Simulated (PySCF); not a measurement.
Bonds (- single, = double, # triple, : aromatic): C1-C2, C2-C3, C3-C4, C4-C5, C4=O6. C1 carries H7, H8, H9; C2 carries H10, H11; C3 carries H12, H13; C5 carries H14, H15, H16.

GIAO shifts from PySCF 2.14.0 with density-fitted response routines on PBE0-D3(BJ)/def2-SVP geometries (one conformer, non-relativistic, equivalent nuclei averaged), against TMS at the same level and in the same medium; PCM means IEF-PCM chloroform.

Measured (solution, not stated per compound (mostly CDCl3 or CCl4); Pretsch, Buehlmann, Badertscher, Structure Determination of Organic Compounds, 4th ed. (2009)): C3 45.2, C2 17.5, C1 13.5, H12/H13 2.40, H10/H11 1.60, H7/H8/H9 0.93 ppm.

Which unscaled values do HF/pcSseg-2, gas; PBE0/pcSseg-1, PCM; WP04/pcSseg-1, PCM; wB97X-D/pcSseg-1, PCM give, and how close are they?

## Answers


| atoms | measured | HF/pcSseg-2, gas | PBE0/pcSseg-1, PCM | WP04/pcSseg-1, PCM | wB97X-D/pcSseg-1, PCM |
| --- | --- | --- | --- | --- | --- |
| C3 | 45.2 | 42.9 | 47.5 | 47.2 | 47.1 |
| C2 | 17.5 | 18.6 | 19.3 | 22.0 | 18.9 |
| C1 | 13.5 | 15.8 | 15.1 | 16.7 | 15.1 |
| H12/H13 | 2.40 | 1.99 | 2.30 | 2.26 | 2.25 |
| H10/H11 | 1.60 | 1.53 | 1.29 | 1.32 | 1.26 |
| H7/H8/H9 | 0.93 | 0.92 | 0.93 | 0.92 | 0.93 |

Mean absolute error for $^{13}$C: HF/pcSseg-2, gas 1.9, PBE0/pcSseg-1, PCM 1.9, WP04/pcSseg-1, PCM 3.2, wB97X-D/pcSseg-1, PCM 1.6 ppm.

Mean absolute error for $^{1}$H: HF/pcSseg-2, gas 0.16, PBE0/pcSseg-1, PCM 0.14, WP04/pcSseg-1, PCM 0.14, wB97X-D/pcSseg-1, PCM 0.16 ppm.
